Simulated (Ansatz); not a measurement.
Frontier orbitals of disilane, H6Si2.

Charge 0, multiplicity 1. The structure was optimised at the PBE0-D4/def2-TZVP level. Basis def2-TZVPP, the Gaussian-basis code of Ansatz.

Orbital energies of one run (eV). Highest occupied ones, from the top: -7.94, -9.07, -9.07, -9.74, -9.74, -13.53, -15.26, -98.22, -98.22, -98.22, -98.22, -98.22, -98.23, -143.97. Empty: 0.01, 0.01, 0.46, 0.90, 1.37, 1.37.

(1) Which functional gave them?
A. ωB97X-V
B. revPBE
C. r2SCANh
D. CAM-B3LYP

Answers

(1) C. HOMO energies: r2SCANh -7.94, CAM-B3LYP -9.68, ωB97X-V -10.68, revPBE -7.24 eV.
